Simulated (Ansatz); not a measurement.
**CH3NSi: rigid scan of one bond length from a Python script**

The task is a rigid scan of one bond length, for CH3NSi.

Computed with Ansatz 0.2.0 through its Python package. Level of theory: B3LYP+D3(BJ)/6-31G*.

**1. The structure**

Bond lengths: C1–N2 1.212 Å, C1–Si3 1.768 Å, N2–Si3 1.829 Å, C1–H4 1.038 Å, Si3–H5 1.503 Å, Si3–H6 1.503 Å. Angles: C1–N2–Si3 67.6°, N2–C1–Si3 73.0°, N2–C1–H4 138.0°, Si3–C1–H4 148.9°, C1–Si3–N2 39.3°, C1–Si3–H5 119.1°, C1–Si3–H6 120.2°, N2–Si3–H5 104.6°, N2–Si3–H6 105.1°, H5–Si3–H6 115.4°.

Input file ch3nsi.xyz:

```xyz
6

C    -0.41180   -0.98130   -0.11860
N     0.73760   -0.89620    0.25690
Si   -0.02500    0.74200   -0.02810
H    -1.09510   -1.72830   -0.34660
H     0.80800    1.36300   -1.11350
H     0.02840    1.43670    1.30360
```

**2. The script**

ch3nsi.py reads:

```python
"""Potential curve of CH3NSi along one bond."""

import ansatz as az
import numpy as np


def main() -> None:
    ch3nsi = az.Crystal.molecule_from_extxyz("ch3nsi.xyz")

    symbols = [site.symbol for site in ch3nsi.cartesian_sites]
    start = np.array([site.position_ang for site in ch3nsi.cartesian_sites])
    axis = (start[5] - start[2]) / np.linalg.norm(start[5] - start[2])
    moving = [5]
    lengths, energies = [1.323, 1.383, 1.443, 1.503, 1.563, 1.623, 1.683, 1.773], []
    for length in lengths:
        xyz = start.copy()
        xyz[moving] += (length - np.linalg.norm(start[5] - start[2])) * axis
        point = az.Crystal.molecule()
        for symbol, place in zip(symbols, xyz):
            point = point.atom(symbol, place.tolist())
        model = point.calculation()
        model = model.basis(gaussian="6-31G*")
        model = model.functional("b3lyp", dispersion="d3bj")
        data = model.run().report
        energies.append(data["free_energy_ev"])
        print(f"r = {length:6.3f} A  E = {energies[-1]:.5f} eV  <S^2> = {abs(data['mean_field']['state']['spin_squared']):.3f}")

    # quartic fit about the minimum
    fit = np.polynomial.Polynomial.fit(lengths, np.array(energies) - min(energies), 4).convert()
    roots = [r.real for r in fit.deriv().roots() if abs(r.imag) < 1e-9 and fit.deriv(2)(r.real) > 0]
    r_e = min(roots, key=lambda r: abs(r - lengths[int(np.argmin(energies))]))
    print(f"minimum of the fit at {r_e:.4f} A, force constant {fit.deriv(2)(r_e):.2f} eV/A^2")


if __name__ == "__main__":
    main()
```

**3. The run**

On the command line:

```console
python ch3nsi.py
```

**Question.** What results will this script give? Wanted: range of energy; lowest point, distance.

The runs gave:

| quantity | value |
| --- | --- |
| bond length at the fit's minimum | 1.4782 Å |
| runs compared | 8 |
| range of energy | 0.522 eV |
| lowest point, distance (Å) | 1.50 |

**Reading.** The curve has its lowest point inside the range, at 1.50. The ends stand 0.282 and 0.522 eV above it. The distance scanned is the script's pair 2, 5. The rest of the molecule is held rigid at a force-field or estimated start geometry, and the basis set is modest; single-reference methods fail as a bond breaks. b3lyp holds the VWN-RPA fit, as in Gaussian; the form of ORCA and Turbomole is b3lyp5. The orbitals are restricted, so S² is zero by construction.
